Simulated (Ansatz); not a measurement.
**HCl with H₂S: superposition error and deformation**

How much of this pair's binding is borrowed basis, and how much do the fragments pay to take the shapes they have in the pair?

Method: PBE0-D4 structures, single points in def2-TZVPPD; program: Ansatz 0.2.0, Gaussian basis.

Levels: PBE-D4, revPBE-D4, BLYP-D4, r2SCAN-D4, B97M-V, PBE0-D4, B3LYP-D4, HSE06-D4, wB97X-V, wB97M-V, B2PLYP, Hartree-Fock, MP2, CCSD, CCSD(T).

Cores are frozen in the correlated methods. B3LYP uses VWN-RPA correlation. B2PLYP carries no dispersion term here.

129 further runs of the same task are left out: 129 set aside as unsound or not needed.

### 1 Where the work starts

The relaxed pair: 5 atoms, charge 0, spin multiplicity 1.

Atoms are counted from 1 here; the program's logs count them from 0.

Bond lengths: Cl1–H2 1.299 Å, S3–H4 1.342 Å, S3–H5 1.342 Å. Angles: H4–S3–H5 92.4°.

Coordinates:

```mol
ClH3S
  3D, bonds by distance, orders not assigned

  5  3  0  0  0  0  0  0  0  0999 V2000
    0.2114   -0.0676   -2.4724 Cl  0  0
    0.0579   -0.2858   -1.2010 H   0  0
   -0.1885   -0.4858    1.1283 S   0  0
    0.9100    0.2505    1.3589 H   0  0
   -0.9908    0.5888    1.1864 H   0  0
  1  2  8  0
  3  4  8  0
  3  5  8  0
M  END
```

Atoms 1 to 2 are fragment A (HCl), the rest fragment B (H₂S). From earlier runs, pair energy (eV) and counterpoise interaction (meV):

```
      method       E(pair)  interaction
      PBE-D4  -23398.17923         -216
   revPBE-D4  -23404.04911         -189
     BLYP-D4  -23407.93192         -181
   r2SCAN-D4  -23406.38781         -184
      B97M-V  -23402.01051         -163
     PBE0-D4  -23400.10169         -194
    B3LYP-D4  -23409.23252         -175
    HSE06-D4  -23399.67390         -195
     wB97X-V  -23404.48725         -149
     wB97M-V  -23406.46637         -144
      B2PLYP  -23400.98335         -129
Hartree-Fock  -23369.37333          -18
         MP2  -23380.34285         -146
     CCSD(T)  -23381.98512         -118
```

First each fragment is run alone in its own basis, frozen in the shape it has in the pair (a, b).

### 2 PBE-D4/def2-TZVPPD

The input, a/in.yaml:

```yaml
crystal:
  periodic: [false, false, false]
  atoms:
    - {symbol: Cl, position_ang: [0.211445, -0.067619, -2.472406]}
    - {symbol: H, position_ang: [0.057937, -0.285835, -1.201004]}
basis:
  gaussian: {orbitals: "def2-TZVPPD.json"}
hamiltonian: {xc: pbe, dispersion: d4}
```

The input, b/in.yaml:

```yaml
crystal:
  periodic: [false, false, false]
  atoms:
    - {symbol: S, position_ang: [-0.188465, -0.485830, 1.128275]}
    - {symbol: H, position_ang: [0.910004, 0.250543, 1.358882]}
    - {symbol: H, position_ang: [-0.990821, 0.588841, 1.186353]}
basis:
  gaussian: {orbitals: "def2-TZVPPD.json"}
hamiltonian: {xc: pbe, dispersion: d4}
```

The basis file named in the input lies beside it (Basis Set Exchange, JSON).

One command serves all of them, each in its own folder.

On the command line:

```bash
$ ansatz run in.yaml --threads 2 --pin off --events-out ev --progress --plain --max-ram 5222MiB
```

Output in a:

```text
Functional definition: PBE
  name "PBE"
  cite "Perdew, Burke & Ernzerhof, Phys. Rev. Lett. 77, 3865 (1996) doi:10.1103/PhysRevLett.77.3865"
  parent pbe
  parameter kappa = 0.804
  parameter beta = 0.06672455060314922
  exchange = pbe_x(kappa = kappa, mu = beta*pi^2/3)
  correlation = pbe_c(beta = beta)
383 factors; their error is unknown
mean field evaluation 1: about -12534.0242 eV, gradient 1.2e1 eV
mean field evaluation 2: about -12533.9668 eV, gradient 1.4e1 eV
mean field evaluation 4: about -12534.3619 eV, gradient 5.9e-1 eV
mean field evaluation 8: about -12534.3556 eV, gradient 4.6e-3 eV
mean field -12534.35564440 eV, -460.6290738404 hartree, gradient 5.4e-5 eV, S^2 0.000000; 0 other end points of the search recorded, 0 dependent functions left out
reference -12534.35569320 eV, -460.6290756336 hartree; 9, 9 occupied and 59, 59 virtual orbitals, 383 factors
Total energy: -12534.36137357 eV, -460.6292843835 hartree
```

Output in b, shortened:

```text
[... 4 set-up lines as earlier in the session ...]
[...]
436 factors; their error is unknown
[...]
mean field -10863.58157938 eV, -399.2292594422 hartree, gradient 3.0e-5 eV, S^2 0.000000; 0 other end points of the search recorded, 0 dependent functions left out
reference -10863.58162914 eV, -399.2292612709 hartree; 9, 9 occupied and 76, 76 virtual orbitals, 436 factors
Total energy: -10863.59666604 eV, -399.2298138668 hartree
```

Wall times: 0.25 s (a), 0.35 s (b) on 2 threads of Arm Neoverse V2, shared host.

### 3 r2SCAN-D4/def2-TZVPPD

The same edit goes into each in.yaml of step 2 (a, b):

```diff
-hamiltonian: {xc: pbe, dispersion: d4}
+hamiltonian: {xc: r2scan, dispersion: d4}
```

Each run has its own folder and the same command.

On the command line:

```bash
$ ansatz run in.yaml --threads 2 --pin off --events-out ev --progress --plain --max-ram 5222MiB
```

Log of a, shortened:

```text
Functional definition: r2SCAN
  name "r2SCAN"
  cite "Furness, Kaplan, Ning, Perdew & Sun, J. Phys. Chem. Lett. 11, 8208 (2020) doi:10.1021/acs.jpclett.0c02405"
  cite "Furness, Kaplan, Ning, Perdew & Sun, J. Phys. Chem. Lett. 11, 9248 (2020) doi:10.1021/acs.jpclett.0c03077"
  parent r2scan
[...]
383 factors; their error is unknown
[...]
mean field -12538.64469385 eV, -460.7866935004 hartree, gradient 5.0e-6 eV, S^2 0.000000; 0 other end points of the search recorded, 0 dependent functions left out
reference -12538.64471084 eV, -460.7866941248 hartree; 9, 9 occupied and 59, 59 virtual orbitals, 383 factors
Total energy: -12538.64598123 eV, -460.7867408108 hartree
```

b printed, shortened:

```text
[... 5 set-up lines as earlier in the session ...]
[...]
436 factors; their error is unknown
[...]
mean field -10867.55008675 eV, -399.3750993982 hartree, gradient 3.7e-5 eV, S^2 0.000000; 0 other end points of the search recorded, 0 dependent functions left out
reference -10867.55010353 eV, -399.3751000147 hartree; 9, 9 occupied and 76, 76 virtual orbitals, 436 factors
Total energy: -10867.55345191 eV, -399.3752230654 hartree
```

They took 0.6 s (a), 0.8 s (b) on 2 threads of Arm Neoverse V2, shared host.

### 4 PBE0-D4/def2-TZVPPD

Each input of step 3 (a, b) changes in the same lines:

```diff
-hamiltonian: {xc: r2scan, dispersion: d4}
+hamiltonian: {xc: pbe0, dispersion: d4}
+output: {orbitals: {seedname: orbitals}}
```

The same command starts each run, in its folder.

On the command line:

```bash
$ ansatz run in.yaml --threads 2 --pin off --events-out ev --progress --plain --max-ram 5222MiB
```

Log of a, shortened:

```text
Functional definition: PBE0
  name "PBE0"
  cite "Adamo & Barone, J. Chem. Phys. 110, 6158 (1999) doi:10.1063/1.478522"
[... 2 set-up lines as earlier in the session ...]
[...]
393 factors; their error is unknown
[...]
mean field -12535.37269975 eV, -460.6664499349 hartree, gradient 1.9e-5 eV, S^2 0.000000; 0 other end points of the search recorded, 0 dependent functions left out
reference -12535.37273520 eV, -460.6664512378 hartree; 9, 9 occupied and 59, 59 virtual orbitals, 393 factors
Total energy: -12535.37732885 eV, -460.6666200512 hartree
```

Log of b, shortened:

```text
[... 5 set-up lines as earlier in the session ...]
[...]
474 factors; their error is unknown
[...]
mean field -10864.51334528 eV, -399.2635012076 hartree, gradient 6.8e-6 eV, S^2 0.000000; 0 other end points of the search recorded, 0 dependent functions left out
reference -10864.51338040 eV, -399.2635024980 hartree; 9, 9 occupied and 76, 76 virtual orbitals, 474 factors
Total energy: -10864.52556012 eV, -399.2639500946 hartree
```

Times: 0.25 s (a), 0.35 s (b) on 2 threads of Arm Neoverse V2, shared host.

### 5 B3LYP-D4/def2-TZVPPD

Each input of step 4 (a, b) changes in the same lines:

```diff
-hamiltonian: {xc: pbe0, dispersion: d4}
-output: {orbitals: {seedname: orbitals}}
+hamiltonian: {xc: {name: B3LYP}, dispersion: d4}
```

One command serves all of them, each in its own folder.

On the command line:

```bash
$ ansatz run in.yaml --threads 2 --pin off --events-out ev --progress --plain --max-ram 5222MiB
```

Output in a, shortened:

```text
Functional definition: B3LYP
  name "B3LYP"
  cite "Stephens, Devlin, Chabalowski & Frisch, J. Phys. Chem. 98, 11623 (1994) doi:10.1021/j100096a001"
  cite "Becke, Phys. Rev. A 38, 3098 (1988) doi:10.1103/PhysRevA.38.3098"
  cite "Lee, Yang & Parr, Phys. Rev. B 37, 785 (1988) doi:10.1103/PhysRevB.37.785"
  cite "Vosko, Wilk & Nusair, Can. J. Phys. 58, 1200 (1980) doi:10.1139/p80-159"
[...]
393 factors; their error is unknown
[...]
mean field -12540.02894279 eV, -460.8375637106 hartree, gradient 2.4e-5 eV, S^2 0.000000; 0 other end points of the search recorded, 0 dependent functions left out
reference -12540.02914565 eV, -460.8375711656 hartree; 9, 9 occupied and 59, 59 virtual orbitals, 393 factors
Total energy: -12540.03836358 eV, -460.8379099183 hartree
```

Log of b, shortened:

```text
[... 6 set-up lines as earlier in the session ...]
[...]
462 factors; their error is unknown
[...]
mean field -10868.98952754 eV, -399.4279978712 hartree, gradient 7.5e-6 eV, S^2 0.000000; 0 other end points of the search recorded, 0 dependent functions left out
reference -10868.98974236 eV, -399.4280057658 hartree; 9, 9 occupied and 76, 76 virtual orbitals, 462 factors
Total energy: -10869.01417773 eV, -399.4289037493 hartree
```

Times: 0.3 s (a), 0.4 s (b) on 2 threads of Arm Neoverse V2, shared host.

### 6 wB97X-V/def2-TZVPPD

The same edit goes into each in.yaml of step 5 (a, b):

```diff
-hamiltonian: {xc: {name: B3LYP}, dispersion: d4}
+hamiltonian: {xc: {name: wB97X-V}}
```

The same command starts each run, in its folder.

On the command line:

```bash
$ ansatz run in.yaml --threads 2 --pin off --events-out ev --progress --plain --max-ram 5222MiB
```

a printed, shortened:

```text
Functional definition: wB97X-V
  name "wB97X-V"
  cite "Mardirossian & Head-Gordon, Phys. Chem. Chem. Phys. 16, 9904 (2014) doi:10.1039/C3CP54374A"
  cite "Becke, J. Chem. Phys. 107, 8554 (1997) doi:10.1063/1.475007"
  cite "Vydrov & Van Voorhis, J. Chem. Phys. 133, 244103 (2010) doi:10.1063/1.3521275"
[...]
      + integral(e_c_pw_opposite_spin*poly(b97_u_opposite, cos0, cos1)) + vv10(b, c)
386 factors; their error is unknown
86 factors; integrals over basis functions are off by at most 5.7e-5 eV
[...]
mean field -12537.64079668 eV, -460.7498009598 hartree, gradient 1.8e-5 eV, S^2 0.000000; 0 other end points of the search recorded, 0 dependent functions left out
reference -12537.64079439 eV, -460.7498008758 hartree; 9, 9 occupied and 59, 59 virtual orbitals, 386 factors
Total energy: -12537.64079439 eV, -460.7498008758 hartree
```

Output in b, shortened:

```text
[... 5 set-up lines as earlier in the session ...]
[...]
      + integral(e_c_pw_opposite_spin*poly(b97_u_opposite, cos0, cos1)) + vv10(b, c)
457 factors; their error is unknown
112 factors; integrals over basis functions are off by at most 4.6e-5 eV
[...]
mean field -10866.69264235 eV, -399.3435888976 hartree, gradient 1.5e-5 eV, S^2 0.000000; 0 other end points of the search recorded, 0 dependent functions left out
reference -10866.69264014 eV, -399.3435888162 hartree; 9, 9 occupied and 76, 76 virtual orbitals, 457 factors
Total energy: -10866.69264014 eV, -399.3435888162 hartree
```

Times: 0.75 s (a), 1.1 s (b) on 2 threads of Arm Neoverse V2, shared host.

### 7 wB97M-V/def2-TZVPPD

The same edit goes into each in.yaml of step 6 (a, b):

```diff
-hamiltonian: {xc: {name: wB97X-V}}
+hamiltonian: {xc: {name: wB97M-V}}
```

The same command starts each run, in its folder.

On the command line:

```bash
$ ansatz run in.yaml --threads 2 --pin off --events-out ev --progress --plain --max-ram 5222MiB
```

Log of a, shortened:

```text
Functional definition: wB97M-V
  name "wB97M-V"
  cite "Mardirossian & Head-Gordon, J. Chem. Phys. 144, 214110 (2016) doi:10.1063/1.4952647"
[... 2 set-up lines as earlier in the session ...]
  # Of w^i u^j: cxij and so on, Table III.
[...]
  gx(w, u) = 1 - cx + cx01*u + cx10*w
[...]
      + integral(e_c_pw_mod_opposite_spin*gos(b97_w_opposite, b97_u_opposite)) + vv10(b, c)
386 factors; their error is unknown
86 factors; integrals over basis functions are off by at most 5.7e-5 eV
[...]
mean field -12538.77323665 eV, -460.7914173613 hartree, gradient 1.8e-5 eV, S^2 0.000000; 0 other end points of the search recorded, 0 dependent functions left out
reference -12538.77329525 eV, -460.7914195145 hartree; 9, 9 occupied and 59, 59 virtual orbitals, 386 factors
Total energy: -12538.77329525 eV, -460.7914195145 hartree
```

b printed, shortened:

```text
[... 5 set-up lines as earlier in the session ...]
  # Of w^i u^j: cxij and so on, Table III.
[...]
  gx(w, u) = 1 - cx + cx01*u + cx10*w
[...]
      + integral(e_c_pw_mod_opposite_spin*gos(b97_w_opposite, b97_u_opposite)) + vv10(b, c)
436 factors; their error is unknown
112 factors; integrals over basis functions are off by at most 4.6e-5 eV
[...]
mean field -10867.54407014 eV, -399.3748782916 hartree, gradient 1.6e-5 eV, S^2 0.000000; 0 other end points of the search recorded, 0 dependent functions left out
reference -10867.54412923 eV, -399.3748804633 hartree; 9, 9 occupied and 76, 76 virtual orbitals, 436 factors
Total energy: -10867.54412923 eV, -399.3748804633 hartree
```

Times: 0.8 s (a), 1.2 s (b) on 2 threads of Arm Neoverse V2, shared host.

### 8 B2PLYP/def2-TZVPPD

Each input of step 7 (a, b) changes in the same lines:

```diff
-hamiltonian: {xc: {name: wB97M-V}}
+hamiltonian: {xc: {name: B2PLYP}}
```

Each run has its own folder and the same command.

On the command line:

```bash
$ ansatz run in.yaml --threads 2 --pin off --events-out ev --progress --plain --max-ram 5222MiB
```

Output in a, shortened:

```text
Functional definition: B2PLYP
  name "B2PLYP"
  cite "Grimme, J. Chem. Phys. 124, 034108 (2006) doi:10.1063/1.2148954"
[... 2 set-up lines as earlier in the session ...]
[...]
384 factors; integrals over basis functions are off by at most 1.3e-3 eV
[...]
mean field -12534.15845964 eV, -460.6218274339 hartree, gradient 1.1e-6 eV, S^2 0.000000; 0 other end points of the search recorded, 0 dependent functions left out
5 core orbitals not correlated: weight in the atoms' cores, before any rotation towards them, 1.000 or more for the frozen orbitals, at most 0.000 for the correlated occupied ones
reference -12534.15858410 eV, -460.6218320077 hartree; 4, 4 occupied and 59, 59 virtual orbitals, 384 factors
second order -6.75923911 eV of doubles, -0.00000000 eV of singles
Total energy: -12535.98357866 eV, -460.6888993207 hartree
```

Output in b, shortened:

```text
[... 5 set-up lines as earlier in the session ...]
[...]
473 factors; integrals over basis functions are off by at most 5.8e-4 eV
[...]
mean field -10863.12911013 eV, -399.2126315039 hartree, gradient 2.3e-6 eV, S^2 0.000000; 0 other end points of the search recorded, 0 dependent functions left out
5 core orbitals not correlated: weight in the atoms' cores, before any rotation towards them, 1.000 or more for the frozen orbitals, at most 0.000 for the correlated occupied ones
reference -10863.12924131 eV, -399.2126363246 hartree; 4, 4 occupied and 76, 76 virtual orbitals, 473 factors
second order -6.41051882 eV of doubles, -0.00000000 eV of singles
Total energy: -10864.86008139 eV, -399.2762435244 hartree
```

They took 0.4 s (a), 0.55 s (b) on 2 threads of Arm Neoverse V2, shared host.

### 9 BLYP-D4/def2-TZVPPD

The same edit goes into each in.yaml of step 8 (a, b):

```diff
-hamiltonian: {xc: {name: B2PLYP}}
+hamiltonian: {xc: {name: BLYP}, dispersion: d4}
```

Each run has its own folder and the same command.

On the command line:

```bash
$ ansatz run in.yaml --threads 2 --pin off --events-out ev --progress --plain --max-ram 5222MiB
```

Output in a, shortened:

```text
Functional definition: BLYP
  name "BLYP"
[... 2 set-up lines as earlier in the session ...]
[...]
383 factors; their error is unknown
[...]
mean field -12539.44206657 eV, -460.8159964073 hartree, gradient 6.4e-5 eV, S^2 0.000000; 0 other end points of the search recorded, 0 dependent functions left out
reference -12539.44233344 eV, -460.8160062145 hartree; 9, 9 occupied and 59, 59 virtual orbitals, 383 factors
Total energy: -12539.45586812 eV, -460.8165036048 hartree
```

Log of b, shortened:

```text
[... 4 set-up lines as earlier in the session ...]
[...]
436 factors; their error is unknown
[...]
mean field -10868.25312164 eV, -399.4009354539 hartree, gradient 2.5e-5 eV, S^2 0.000000; 0 other end points of the search recorded, 0 dependent functions left out
reference -10868.25341049 eV, -399.4009460686 hartree; 9, 9 occupied and 76, 76 virtual orbitals, 436 factors
Total energy: -10868.28910232 eV, -399.4022577194 hartree
```

Times: 0.25 s (a), 0.4 s (b) on 2 threads of Arm Neoverse V2, shared host.

### 10 revPBE-D4/def2-TZVPPD

The same edit goes into each in.yaml of step 9 (a, b):

```diff
-hamiltonian: {xc: {name: BLYP}, dispersion: d4}
+hamiltonian: {xc: {name: revPBE}, dispersion: d4}
```

One command serves all of them, each in its own folder.

On the command line:

```bash
$ ansatz run in.yaml --threads 2 --pin off --events-out ev --progress --plain --max-ram 5222MiB
```

a printed, shortened:

```text
Functional definition: revPBE
  name "revPBE"
  cite "Zhang & Yang, Phys. Rev. Lett. 80, 890 (1998) doi:10.1103/PhysRevLett.80.890"
[... 1 set-up line as earlier in the session ...]
[...]
383 factors; their error is unknown
[...]
mean field -12537.30931622 eV, -460.7376192777 hartree, gradient 5.7e-5 eV, S^2 0.000000; 0 other end points of the search recorded, 0 dependent functions left out
reference -12537.30937701 eV, -460.7376215117 hartree; 9, 9 occupied and 59, 59 virtual orbitals, 383 factors
Total energy: -12537.33264814 eV, -460.7384767100 hartree
```

Output in b, shortened:

```text
[... 4 set-up lines as earlier in the session ...]
[...]
436 factors; their error is unknown
[...]
mean field -10866.46151331 eV, -399.3350950620 hartree, gradient 3.7e-5 eV, S^2 0.000000; 0 other end points of the search recorded, 0 dependent functions left out
reference -10866.46157631 eV, -399.3350973772 hartree; 9, 9 occupied and 76, 76 virtual orbitals, 436 factors
Total energy: -10866.52185170 eV, -399.3373124570 hartree
```

Wall times: 0.25 s (a), 0.3 s (b) on 2 threads of Arm Neoverse V2, shared host.

### 11 B97M-V/def2-TZVPPD

Each input of step 10 (a, b) changes in the same lines:

```diff
-hamiltonian: {xc: {name: revPBE}, dispersion: d4}
+hamiltonian: {xc: {name: B97M-V}}
```

One command serves all of them, each in its own folder.

On the command line:

```bash
$ ansatz run in.yaml --threads 2 --pin off --events-out ev --progress --plain --max-ram 5222MiB
```

a printed, shortened:

```text
Functional definition: B97M-V
  name "B97M-V"
  cite "Mardirossian & Head-Gordon, J. Chem. Phys. 142, 074111 (2015) doi:10.1063/1.4907719"
[... 2 set-up lines as earlier in the session ...]
  # Of w^i u^j: cxij and so on, Table III.
[...]
  gx(w, u) = cx00 + cx01*u + cx02*u^2 + (cx10 + cx11*u)*w
[...]
  gos(w, u) = cos00 + cos01*u + cos03*u^3 + cos10*w + cos32*w^3*u^2
[...]
      + integral(e_c_pw_mod_opposite_spin*gos(b97_w_opposite, b97_u_opposite)) + vv10(b, c)
383 factors; their error is unknown
[...]
mean field -12536.25403508 eV, -460.6988384110 hartree, gradient 4.3e-5 eV, S^2 0.000000; 0 other end points of the search recorded, 0 dependent functions left out
reference -12536.25410621 eV, -460.6988410251 hartree; 9, 9 occupied and 59, 59 virtual orbitals, 383 factors
Total energy: -12536.25410621 eV, -460.6988410251 hartree
```

Log of b, shortened:

```text
[... 5 set-up lines as earlier in the session ...]
  # Of w^i u^j: cxij and so on, Table III.
[...]
  gx(w, u) = cx00 + cx01*u + cx02*u^2 + (cx10 + cx11*u)*w
[...]
  gos(w, u) = cos00 + cos01*u + cos03*u^3 + cos10*w + cos32*w^3*u^2
[...]
      + integral(e_c_pw_mod_opposite_spin*gos(b97_w_opposite, b97_u_opposite)) + vv10(b, c)
436 factors; their error is unknown
[...]
mean field -10865.58966621 eV, -399.3030552719 hartree, gradient 3.1e-5 eV, S^2 0.000000; 0 other end points of the search recorded, 0 dependent functions left out
reference -10865.58973743 eV, -399.3030578894 hartree; 9, 9 occupied and 76, 76 virtual orbitals, 436 factors
Total energy: -10865.58973743 eV, -399.3030578894 hartree
```

They took 0.75 s (a), 1.2 s (b) on 2 threads of Arm Neoverse V2, shared host.

### 12 HSE06-D4/def2-TZVPPD

The same edit goes into each in.yaml of step 11 (a, b):

```diff
-hamiltonian: {xc: {name: B97M-V}}
+hamiltonian: {xc: hse06, dispersion: d4}
```

The same command starts each run, in its folder.

On the command line:

```bash
$ ansatz run in.yaml --threads 2 --pin off --events-out ev --progress --plain --max-ram 5222MiB
```

Output in a, shortened:

```text
Functional definition: HSE06
  name "HSE06"
  cite "Heyd, Scuseria & Ernzerhof, J. Chem. Phys. 118, 8207 (2003) doi:10.1063/1.1564060"
  cite "Krukau, Vydrov, Izmaylov & Scuseria, J. Chem. Phys. 125, 224106 (2006) doi:10.1063/1.2404663"
  cite "Heyd & Scuseria, J. Chem. Phys. 120, 7274 (2004) doi:10.1063/1.1668634"
  cite "Ernzerhof & Perdew, J. Chem. Phys. 109, 3313 (1998) doi:10.1063/1.476928"
[...]
393 factors; their error is unknown
31 factors; integrals over basis functions are off by at most 1.6e-4 eV
[...]
mean field -12535.15651959 eV, -460.6585054608 hartree, gradient 8.8e-5 eV, S^2 0.000000; 0 other end points of the search recorded, 0 dependent functions left out
reference -12535.15656658 eV, -460.6585071877 hartree; 9, 9 occupied and 59, 59 virtual orbitals, 393 factors
Total energy: -12535.16075414 eV, -460.6586610777 hartree
```

Log of b, shortened:

```text
[... 6 set-up lines as earlier in the session ...]
[...]
474 factors; their error is unknown
41 factors; integrals over basis functions are off by at most 9.6e-5 eV
[...]
mean field -10864.30219559 eV, -399.2557415993 hartree, gradient 7.3e-6 eV, S^2 0.000000; 0 other end points of the search recorded, 0 dependent functions left out
reference -10864.30224199 eV, -399.2557433046 hartree; 9, 9 occupied and 76, 76 virtual orbitals, 474 factors
Total energy: -10864.31336400 eV, -399.2561520308 hartree
```

Times: 0.3 s (a), 0.4 s (b) on 2 threads of Arm Neoverse V2, shared host.

(Part 1 of 3 ends here.)
